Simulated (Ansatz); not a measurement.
Anatase TiO2 (metastable phase), treated with PBEsol (Ansatz, an electronic-structure program, plane waves, PAW).

Settings: plane-wave cutoff 520 eV, 12×12×12 k mesh, Fermi–Dirac smearing 0.01 eV, no spin polarisation, scalar-relativistic PAW data made under PBE.

Equation-of-state points:

```tsv
V (Å³/atom)	E − E_lowest (meV/atom)
10.860	10.65
11.087	2.61
11.313	0.00
11.539	2.50
11.765	9.78
```

**Question.** What bulk modulus B0 and pressure derivative B′ does a third-order Birch–Murnaghan fit give?

**Answer.** V0 = 11.313 Å³/atom, B0 = 181 GPa, B′ = 2.2 (fit to the energies at full precision).

Shape and atoms are relaxed at each volume.

Static lattice: no zero-point or thermal effects.
